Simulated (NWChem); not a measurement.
Species: hydrogen peroxide (H2O2); SMILES OO

Computed with NWChem. Structure relaxed at the PBE0/def2-SVP level. Level PBE0/def2-SVPD: single points from the atomic guess with DIIS by default; each run changes one setting, and all converged runs end within 0.3 mHa of each other.

Q: Which setting needs the most SCF iterations, or fails (DIIS on 20 Fock matrices; no DIIS, 40 % damping; no level shifting; defaults; core-Hamiltonian guess; level shift of 0.5 Ha throughout)?

A: no DIIS, 40 % damping, with 13 against 6 for the defaults.
```json
[
 {"setting": "defaults", "SCF iterations": "6"},
 {"setting": "no level shifting", "SCF iterations": "6"},
 {"setting": "DIIS on 20 Fock matrices", "SCF iterations": "6"},
 {"setting": "core-Hamiltonian guess", "SCF iterations": "10"},
 {"setting": "level shift of 0.5 Ha throughout", "SCF iterations": "8"},
 {"setting": "no DIIS, 40 % damping", "SCF iterations": "13"}
]
```
